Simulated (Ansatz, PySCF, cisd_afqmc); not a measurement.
Species: C3H3, charge 0, doublet. C3H3 (SMILES [CH]=C=C, doublet).
B3LYP-D3(BJ)/def2-TZVP minimum from Ansatz (a first-principles code):
```xyz
6

C     -0.0003    -0.0188     0.1135
C     -0.0037    -0.2179     1.3177
C      0.0034     0.2038    -1.2323
H     -0.0066    -0.3912     2.3654
H      0.9329     0.3302    -1.7707
H     -0.9230     0.2584    -1.7878
```
Charge 0, spin multiplicity 2.

Wanted: enthalpy of formation at 298 K (by atomisation, with ideal-gas terms from PySCF's Hessian at B3LYP-D3(BJ)/def2-TZVP and the atoms' measured values of the G2/97 table; no spin-orbit terms), in kcal/mol. Radicals and triplets start from unrestricted determinants; spin-orbit coupling is neglected. Correlated methods leave the cores frozen. Rows without X2C or -DK are non-relativistic. The Monte Carlo rows (phaseless AFQMC, CISD trial, step 0.005/hartree) carry one-sigma bars that omit the constraint's bias. Outlying blocks are dropped, and bars are widened where a walk drifts. Over all cases where full CI ran beside it in this data, AFQMC minus full CI had a median of +0.1 mEh and passed +0.4 mEh in a tenth of the cases. CBS(X,Y): correlation extrapolated as X^-3, Hartree-Fock from the larger set (Q,5: extrapolated as (X+1)exp(-9√X)). A bracket is a step between two methods taken in the basis named. The functionals are non-relativistic, so their misses hold any scalar relativity. '+ core + X2C': CCSD(T) terms for core correlation (cc-pwCVTZ) and scalar relativity (cc-pVTZ-DK). Where a partner has so few electrons that a lower coupled-cluster level is exact, that level stands in. The UHF reference of C3H3 ([CH]=C=C, doublet) is spin-contaminated (<S^2> up to 0.21 over the pure value in the sets run).

| level | program | enthalpy of formation at 298 K (kcal/mol) | difference against the last row |
|---|---|---|---|
| PBE/def2-TZVPD | Ansatz | 62.1 | -21.8 |
| r2SCANh/def2-TZVPD | Ansatz | 81.9 | -2.0 |
| MP2/aug-cc-pVQZ | Ansatz | 86.7 | 2.8 |
| MP2/cc-pVQZ | Ansatz | 87.8 | 3.9 |
| MP2/CBS(aug-cc-pVTZ,aug-cc-pVQZ) | Ansatz | 81.8 | -2.1 |
| MP2/CBS(cc-pVTZ,cc-pVQZ) | Ansatz | 81.9 | -2.0 |
| CCSD/aug-cc-pVDZ | Ansatz | 141.2 | 57.3 |
| CCSD/aug-cc-pVQZ | Ansatz | 103.2 | 19.3 |
| CCSD/cc-pV5Z | Ansatz | 101.6 | 17.7 |
| CCSD/CBS(aug-cc-pVTZ,aug-cc-pVQZ) | Ansatz | 98.6 | 14.7 |
| CCSD(T)/cc-pV5Z | Ansatz | 90.5 | 6.6 |
| CCSDT(Q)/aug-cc-pVDZ | Ansatz | 132.2 | 48.3 |
| CCSDT(Q)/cc-pVDZ | Ansatz | 134.0 | 50.1 |
| AFQMC/CISD/cc-pVDZ | cisd_afqmc | 134.2 ± 0.4 | 50.3 |
| CCSD(T)/CBS(cc-pVQZ,cc-pV5Z) + [AFQMC/CISD - CCSD(T)]/cc-pVDZ + core + X2C | Ansatz + cisd_afqmc | 84.1 ± 0.4 | 0.2 |
| CCSD(T)/CBS(cc-pVQZ,cc-pV5Z) + [CCSDT(Q) - CCSD(T)]/cc-pVDZ + core + X2C | Ansatz | 83.9 | 0.0 |
